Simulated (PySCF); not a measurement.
NMR data sheet: E-propargylimine

| Quantity | Value |
| --- | --- |
| Formula | C3H3N |
| SMILES | [H]/N=C/C#C |
| Point group of the computed structure | Cs |
| Degrees of unsaturation | 3 |
| Carbon signals | 3 |
| Proton signals | 3 |

Bonds (- single, = double, # triple, : aromatic): N2=C3 1.273 Å, C3-C4 1.436 Å, C4#C5 1.213 Å. N2 carries H1; C3 carries H6; C5 carries H7. Stereochemistry as in [H]/N=C/C#C.

PySCF 2.14 calculation with couplings computed with B3LYP/pcJ-1, PBE0-D3(BJ)/def2-SVP geometry and NMR shieldings at PBE0/pcSseg-1/GIAO; no relativistic terms, one computed conformer, no solvent.

Shifts are taken against calculated references (same method and geometry level): 1H, 13C vs TMS; 15N vs NH3.

| carbon | δC, type | δH (multiplicity, J in Hz) | HMBC from (abs. J ≥ 3 Hz) | span of the C tensor (ppm) |
| --- | --- | --- | --- | --- |
| C3 | 159.5, CH | 7.86 (d, 2.5) | H7 | 226 |
| C4 | 84.7, C | – | H6, H7 | 293 |
| C5 | 91.1, CH | 3.29 (d, 2.5) | H6 | 166 |

Other nuclei:
```tsv
atoms	nucleus	environment	δ (ppm)	σ (ppm)
H1	1H	hydrogen on an imine nitrogen	11.29	19.97
N2	15N	imine nitrogen	403.7	-138.1
```

Selected couplings (Hz, signed; the shortest-range and largest first, 30 at most; isotopes 13C, 1H, 15N): 1J(C5,H7) 277.7, 1J(C4,C5) 211.9, 1J(C3,H6) 173.9, 1J(C3,C4) 108.4, 1J(N2,C3) -6.1, 2J(C3,C5) 14.6, 2J(N2,C4) -10.7, 2J(N2,H6) 1.7, 3J(N2,C5) -4.0, 4J(H6,H7) -2.5, 4J(N2,H7) 1.6.

- Carbon types of the structure: 1 × C, 2 × CH, leaving 1 H on heteroatoms.
- δC 159.5: C=N carbon.
- δC 91.1: terminal alkyne carbon; sp carbons lie upfield of alkene carbons because the cylindrical π system leaves one tensor component strongly shielded.
- δC 84.7: alkyne carbon; sp carbons lie upfield of alkene carbons because the cylindrical π system leaves one tensor component strongly shielded.
- δH 11.29: hydrogen on an imine nitrogen; labile proton, position sensitive to the medium.
- δH 3.29: hydrogen on a terminal alkyne carbon; it lies on the axis of the triple bond, in its shielding cone.

OH/NH shifts are gas-phase values; hydrogen bonding in solution moves them, usually downfield. Multiplet labels drop couplings under 1 Hz and merge nearly equal ones. Shifts are as computed. Against solution values, carbons near 30 ppm lie about +2 ppm off and those near 130 ppm about +5 ppm. Of 1211 compounds with measured shifts, 218 miss one by over three times the rms of a fit or turn the order of signals round; such compounds aren't used in these exercises. Couplings to exchangeable protons are dropped. Experimental scales use liquid or dissolved standards, which lie at an offset from isolated NH3 (liquid NH3: subtract about 20 ppm). Unscaled 15N shifts of sp2 nitrogen come out 20 to 40 ppm too high even then.
